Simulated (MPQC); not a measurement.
# C2H2F2 (vinylidene fluoride): KMLYP/3-21++G (Cartesian functions)

What is the energy difference between two shapes of C2H2F2 (vinylidene fluoride) at KMLYP/3-21++G (Cartesian functions)? 

The calculation is run with MPQC 2.3.1.

5 further runs of the same task are left out: 2 that didn't finish, 3 set aside as unsound or not needed.

**1. The molecule**

C2H2F2 has 6 atoms, charge 0, and is taken as a singlet. SMILES: `C=C(F)F`. Geometry: relaxed at PBE0-D4/def2-TZVP.

Bond lengths: C1–C2 1.315 Å, C2–F3 1.313 Å, C2–F4 1.313 Å, C1–H5 1.079 Å, C1–H6 1.079 Å. Angles: C1–C2–F3 125.2°, C1–C2–F4 125.2°, F3–C2–F4 109.6°, C2–C1–H5 119.7°, C2–C1–H6 119.7°, H5–C1–H6 120.6°.

**2. Energy and gradient at KMLYP/3-21++G (Cartesian functions)**

File job.in:

```
% C2H2F2
gradient: yes
checkpoint: no
method: KS (xc = KMLYP grid = coarse)
symmetry: c1
memory: 1000000000
charge: 0
basis: 3-21++G
molecule:
  C       -0.115900       0.471000      -0.544400
  C        0.105000      -0.394600       0.420100
  F       -0.454900      -0.363600       1.607600
  F        0.919200      -1.422100       0.343000
  H        0.394200       0.360600      -1.488400
  H       -0.805600       1.284800      -0.384200
```

Run with:

```
$ mpqc job.in > job.out
```

What it wrote:

```text
MPQC: Massively Parallel Quantum Chemistry
[...]
  Integrated electron density error = 0.000120122550
  iter     1 energy = -274.7463308942 delta = 1.46506e-01
  Integrated electron density error = -0.000028011864
  iter     2 energy = -275.0484472588 delta = 5.77877e-02
[...]
  Integrated electron density error = -0.000013792601
  iter    11 energy = -275.1056494742 delta = 3.65480e-07
  Integrated electron density error = -0.000013792725
  iter    12 energy = -275.1056494742 delta = 1.68626e-07
  Integrated electron density error = -0.000013792690
  iter    13 energy = -275.1056494742 delta = 3.72162e-08
[...]
  LUMO is    17   A =   0.011371
  total scf energy = -275.1056494742
[...]
  Integrated electron density error = -0.000013796522
  Total Gradient:
[...]
Value of the MolecularEnergy: -275.1056494742
  Gradient of the MolecularEnergy:
      1   -0.0025941064
      2    0.0103921858
      3   -0.0116341468
      4    0.0093100073
      5   -0.0393527042
      6    0.0437897034
      7    0.0150476909
      8   -0.0006861254
      9   -0.0307461915
     10   -0.0209574251
     11    0.0266232011
     12    0.0019435815
[...]
        symmetry = c1
[...]
```

Wall time 6.6 s (1 thread of Intel Xeon Platinum 8259CL at 2.50GHz (Skylake/Cascade Lake), shared host); peak memory 0.12 GiB.

**3. The distorted shape, same level**

File mol.in:

```
% C2H2F2
symmetry: c1
molecule:
  C       -0.277642       0.442667      -0.579222
  C        0.155157      -0.398843       0.359759
  F       -0.581673      -0.414660       1.653068
  F        0.925208      -1.261220       0.397534
  H        0.444658       0.531237      -1.485601
  H       -0.907623       1.262877      -0.340202
checkpoint: no
gradient: yes
memory: 1000000000
basis: 3-21++G
method: KS (xc = KMLYP grid = coarse)
multiplicity: 1
charge: 0
```

Run with:

```
$ mpqc mol.in > mol.out
```

What it wrote:

```text
MPQC: Massively Parallel Quantum Chemistry
[...]
  Integrated electron density error = 0.002585024634
  iter     1 energy = -274.6712937737 delta = 1.47307e-01
  Integrated electron density error = 0.000064663827
  iter     2 energy = -274.9886172924 delta = 5.80390e-02
[...]
  Integrated electron density error = 0.000021063229
  iter    13 energy = -275.0475756538 delta = 8.00488e-08
  Integrated electron density error = 0.000021063242
  iter    14 energy = -275.0475756538 delta = 1.41351e-08
  Integrated electron density error = 0.000021063258
  iter    15 energy = -275.0475756538 delta = 1.19714e-08
[...]
  LUMO is    17   A =   0.006970
  total scf energy = -275.0475756538
[...]
  Integrated electron density error = 0.000021059537
  Total Gradient:
[...]
Value of the MolecularEnergy: -275.0475756538
  Gradient of the MolecularEnergy:
      1   -0.0786500677
      2    0.0130647752
      3    0.0056632507
      4    0.2333127497
      5   -0.2060634849
      6   -0.0209477701
      7   -0.0278104461
      8   -0.0041704324
      9    0.0480096498
     10   -0.1776536467
     11    0.1899359096
     12   -0.0024618403
[...]
        symmetry = c1
[...]
```

Wall time 7.5 s (1 thread of Intel Xeon Platinum 8259CL at 2.50GHz (Skylake/Cascade Lake), shared host); peak memory 0.13 GiB.

**4. Results**

At KMLYP/3-21++G (Cartesian functions):

| quantity | value |
| --- | --- |
| first shape: total energy | -275.10565 Eh |
| first shape: HOMO energy | -10.19 eV |
| first shape: LUMO energy | 0.31 eV |
| first shape: HOMO–LUMO gap | 10.50 eV |
| first shape: largest force on an atom | 3.065 eV/Å |
| distorted shape: total energy | -275.04758 Eh |
| distorted shape: HOMO energy | -10.13 eV |
| distorted shape: LUMO energy | 0.19 eV |
| distorted shape: HOMO–LUMO gap | 10.32 eV |
| distorted shape: largest force on an atom | 16.043 eV/Å |
| energy change with the atoms displaced | 1.580 eV |

What this shows: With the atoms displaced the energy rises by 1.58 eV (152 kJ/mol). The first shape isn't relaxed at this level, so the change isn't measured from a minimum. The largest force (first shape) is 3.07 eV/Å: the shape isn't a stationary point for this species at this level.
